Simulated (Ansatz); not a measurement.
`B`. Charge 0, multiplicity 1. The structure was optimised at the PBE0-D4/def2-TZVP level.

```xyz
4

B     0.000    0.000    0.000
H     0.741   -0.336   -0.874
H     0.060   -0.528    1.069
H    -0.800    0.864   -0.195
```

Q: What is the dipole moment at ωB97M-V/def2-TZVPP? (Estimate.)

A: The calculation gave: 0.00 D, zero by symmetry or nearly so.

Q: Give the Mulliken charges with ωB97M-V, B3LYP, r2SCAN in def2-TZVPP. (Best estimate.)

A: Computed: 
```
atom  ωB97M-V  B3LYP  r2SCAN
  B1    -0.23  -0.15   -0.03
  H2     0.08   0.05    0.01
  H3     0.08   0.05    0.01
  H4     0.08   0.05    0.01
```

B3LYP here is the variant with VWN-RPA as its local correlation; programs differ in this.
